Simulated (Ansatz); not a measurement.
A made-up structure of AlSiH3Cl (charge -1), closed shell:

```xyz
6
angstrom
Si -0.0795 0.1988 -1.2968
Al 0.4492 -0.1291 0.5892
Cl 0.4387 1.5931 1.8205
H -0.6830 -1.2910 -1.2637
H -1.3959 1.0843 -0.9310
H 1.2706 -1.4560 1.0818
```

It is relaxed with PBE-D4/def2-SVPD and then PBE0-D4/def2-TZVPD (Ansatz 0.2.0). Atoms count as bonded within 1.22 times the sum of their covalent radii (H–H: 0.88 Å). The end point is not checked to be a true minimum.

(1) Does its bonding change? (A judgement: the text doesn't fix the answer.)

## Answers

(1) By the calculation: No: no bond forms or breaks.

Where it ends: The first stage lowers the energy by 1.55 eV in 8 steps. It ends as AlSiH₃Cl ([SiH2][AlH][Cl]), total charge -1:
| atom | x (Å) | y (Å) | z (Å) |
| --- | --- | --- | --- |
| Si1 | -0.2466 | 0.1494 | -1.4990 |
| Al2 | 0.5263 | -0.0986 | 0.7376 |
| Cl3 | 0.7019 | 1.5321 | 2.2001 |
| H4 | -0.8735 | -1.2421 | -1.5816 |
| H5 | -1.5072 | 0.9642 | -1.2381 |
| H6 | 1.3992 | -1.3050 | 1.3809 |

Labels in which every atom is bracketed show which atoms are joined, not bond orders.

For scale, one of the runs: PBE0-D4/def2-TZVPD relaxation, 159 basis functions, launched by `ansatz run in.yaml --threads 2 --pin off --events-out ev --progress --plain --max-ram 4352MiB`. The run took about 37 s on 2 CPU threads of an Arm Neoverse V1 (shared host).
